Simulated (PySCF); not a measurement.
PySCF input (M06-2X/6-31G* (5d)):

```python
from pyscf import gto, dft

mol = gto.M(
    atom='''
    C     0.81479888    1.92924708   -0.00777014
    C     0.71633025    0.41681840   -0.00644526
    C    -0.68396967   -0.26204958    0.00611309
    C    -0.64024257   -1.79586882    0.00618996
    H    -1.63532024   -2.25614759    0.01510746
    H     0.29747525    2.33140678    0.88496235
    H     0.28180331    2.33087096   -0.89147906
    H    -0.09590746   -2.16573186    0.88202235
    H    -0.11144236   -2.16626300   -0.87888645
    H     1.24186665    0.00119532   -0.88684820
    H     1.25731985    0.00172366    0.86479926
    H    -1.24636938    0.09676764   -0.86431870
    H    -1.23092689    0.09729561    0.88611510
    ''',
    basis='6-31g*',
    charge=-1,
    spin=0,
    verbose=4,
)

mf = dft.RKS(mol, xc='m062x')
mf.grids.level = 4
mf.conv_tol = 1e-9
mf.max_cycle = 100
mf.max_memory = 1500
mf.kernel()
if not mf.converged:
    mf = mf.newton()
    mf.kernel(mf.make_rdm1())
mf.dip_moment()
```

Output:

```
PySCF version 2.14.0

[INPUT] verbose = 4
[INPUT] num. atoms = 13
[INPUT] num. electrons = 34
[INPUT] charge = -1
[INPUT] spin (= nelec alpha-beta = 2S) = 0
[INPUT] symmetry False subgroup None
[INPUT] Mole.unit = angstrom
[INPUT] Symbol           X                Y                Z      unit          X                Y                Z       unit  Magmom
[INPUT]  1 C      0.814798880000   1.929247080000  -0.007770140000 AA    1.539746729802   3.645748607817  -0.014683436550 Bohr   0.0
[INPUT]  2 C      0.716330250000   0.416818400000  -0.006445260000 AA    1.353667987241   0.787672619679  -0.012179776202 Bohr   0.0
[INPUT]  3 C     -0.683969670000  -0.262049580000   0.006113090000 AA   -1.292515353809  -0.495201937257   0.011552065875 Bohr   0.0
[INPUT]  4 C     -0.640242570000  -1.795868820000   0.006189960000 AA   -1.209883110588  -3.393700225446   0.011697329122 Bohr   0.0
[INPUT]  5 H     -1.635320240000  -2.256147590000   0.015107460000 AA   -3.090307379558  -4.263501041698   0.028548961838 Bohr   0.0
[INPUT]  6 H      0.297475250000   2.331406780000   0.884962350000 AA    0.562146751337   4.405720299154   1.672336472051 Bohr   0.0
[INPUT]  7 H      0.281803310000   2.330870960000  -0.891479060000 AA    0.532531076896   4.404707746102  -1.684651269185 Bohr   0.0
[INPUT]  8 H     -0.095907460000  -2.165731860000   0.882022350000 AA   -0.181238832703  -4.092640074645   1.666780677245 Bohr   0.0
[INPUT]  9 H     -0.111442360000  -2.166263000000  -0.878886450000 AA   -0.210595539075  -4.093643783779  -1.660854685091 Bohr   0.0
[INPUT] 10 H      1.241866650000   0.001195320000  -0.886848200000 AA    2.346787851731   0.002258827431  -1.675900212064 Bohr   0.0
[INPUT] 11 H      1.257319850000   0.001723660000   0.864799260000 AA    2.375990167479   0.003257245332   1.634233754127 Bohr   0.0
[INPUT] 12 H     -1.246369380000   0.096767640000  -0.864318700000 AA   -2.355296778244   0.182864337321  -1.633325627340 Bohr   0.0
[INPUT] 13 H     -1.230926890000   0.097295610000   0.886115100000 AA   -2.326114701463   0.183862056022   1.674514853842 Bohr   0.0

nuclear repulsion = 121.878507573751
number of shells = 42
number of NR pGTOs = 144
number of NR cGTOs = 74
basis = 6-31g*
ecp = {}

******** <class 'pyscf.dft.rks.RKS'> ********
method = RKS
initial guess = minao
damping factor = 0
level_shift factor = 0
DIIS = <class 'pyscf.scf.diis.CDIIS'>
diis_start_cycle = 1
diis_space = 8
diis_damp = 0
SCF conv_tol = 1e-09
SCF conv_tol_grad = None
SCF max_cycles = 100
direct_scf = True
direct_scf_tol = 1e-13
XC library pyscf.dft.libxc version 7.1.2
    S. Lehtola, C. Steigemann, M. J. T. Oliveira, and M. A. L. Marques,  SoftwareX 7, 1–5 (2018)
XC functionals = m062x
    Y. Zhao and D. G. Truhlar,  Theor. Chem. Acc. 120, 215 (2008)
    Y. Zhao and D. G. Truhlar,  Theor. Chem. Acc. 120, 215 (2008)
radial grids:
    Treutler-Ahlrichs [JCP 102, 346 (1995); DOI:10.1063/1.469408] (M4) radial grids

becke partition: Becke, JCP 88, 2547 (1988); DOI:10.1063/1.454033
pruning grids: <function nwchem_prune>
grids dens level: 4
symmetrized grids: False
atomic radii adjust function: <function treutler_atomic_radii_adjust>
small_rho_cutoff = 0
Set gradient conv threshold to 3.16228e-05
Initial guess from minao.
tot grids = 255808
init E= -157.855775175108
  HOMO = -0.199006054816485  LUMO = 0.0738557946886611  gap/eV = 7.42495
cycle= 1 E= -157.550766030572  delta_E= 0.305  |g|= 0.557  |ddm|= 2.91
  HOMO = 0.20503440594234  LUMO = 0.29768128572961  gap/eV = 2.52105
cycle= 2 E= -157.572492870729  delta_E= -0.0217  |g|= 0.511  |ddm|= 2.11
  HOMO = 0.0716446897646348  LUMO = 0.293364976520204  gap/eV = 6.03332
cycle= 3 E= -157.646861662409  delta_E= -0.0744  |g|= 0.0373  |ddm|=  1.1
  HOMO = 0.0695775263963898  LUMO = 0.292313975743713  gap/eV = 6.06097
cycle= 4 E= -157.647145782007  delta_E= -0.000284  |g|= 0.0217  |ddm|= 0.0591
  HOMO = 0.0678945351029827  LUMO = 0.294104182194529  gap/eV = 6.15548
cycle= 5 E= -157.647271941281  delta_E= -0.000126  |g|= 0.00256  |ddm|= 0.0339
  HOMO = 0.0681907675839049  LUMO = 0.293726234221677  gap/eV = 6.13713
cycle= 6 E= -157.647274444386  delta_E= -2.5e-06  |g|= 0.000673  |ddm|= 0.00906
  HOMO = 0.0682126165933368  LUMO = 0.293718456658886  gap/eV = 6.13633
cycle= 7 E= -157.647274631052  delta_E= -1.87e-07  |g|= 0.000344  |ddm|= 0.00315
  HOMO = 0.068232572806648  LUMO = 0.293723337363048  gap/eV = 6.13592
cycle= 8 E= -157.647274680041  delta_E= -4.9e-08  |g|= 4.96e-05  |ddm|= 0.00149
  HOMO = 0.0682353565995899  LUMO = 0.29373004043812  gap/eV = 6.13602
cycle= 9 E= -157.647274683299  delta_E= -3.26e-09  |g|= 1.26e-05  |ddm|= 0.000617
  HOMO = 0.0682359692488843  LUMO = 0.293728253881809  gap/eV = 6.13596
cycle= 10 E= -157.64727468343  delta_E= -1.31e-10  |g|= 6.34e-06  |ddm|= 0.000106
  HOMO = 0.0682352258046381  LUMO = 0.293728796540782  gap/eV = 6.13599
Extra cycle  E= -157.647274683444  delta_E= -1.35e-11  |g|= 5.34e-06  |ddm|= 2.96e-05
converged SCF energy = -157.647274683444

WARN: System has nonzero charge -1; the dipole moment is origin-dependent.
Location of origin: [0. 0. 0.]

Dipole moment(X, Y, Z, Debye): -3.64857, -6.81637,  0.03425
```

The dipole moment of an ion depends on the origin.
